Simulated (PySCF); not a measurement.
1,4-pentadiyne, C₅H₄.
Bonds: C1–C2 (triple), C2–C3, C3–C4, C4–C5 (triple). Hydrogens: H6 on C1; H7, H8 on C3; H9 on C5.

The closed-shell ground state was solved at several levels (PySCF, density fitting, gas phase, non-relativistic). Isolated species at its GFN2-xTB geometry, gas phase.

```json
{"level": "CAM-B3LYP/def2-SVPD", "basis functions": "132", "HOMO (eV)": "-9.20", "LUMO (eV)": "1.25", "gap (eV)": "10.45", "dipole (D)": "0.52"}
{"level": "PBE0/pcSseg-1", "basis functions": "105", "HOMO (eV)": "-7.83", "LUMO (eV)": "0.68", "gap (eV)": "8.51", "dipole (D)": "0.51"}
```

(1) Estimate the row for B3LYP/pcJ-1, a basis of 175 functions; the other rows only guide the guess.

(2) Over all these levels, which gives the widest orbital gap and which the narrowest?

(3) How far do the dipole and the HOMO energy spread over the levels?

Answers

(1) HOMO -7.58 eV, LUMO 0.45 eV, gap 8.03 eV, dipole 0.52 D.

(2) CAM-B3LYP/def2-SVPD (range-separated hybrid) has the widest, 10.45 eV, and B3LYP/pcJ-1 (global hybrid, 20 % exact exchange) the narrowest, 8.03 eV. Functional and basis both differ between the two, so the spread mixes both effects.

(3) The dipole runs from 0.51 to 0.52 D (mean 0.52 D) and the HOMO from -9.20 to -7.58 eV.
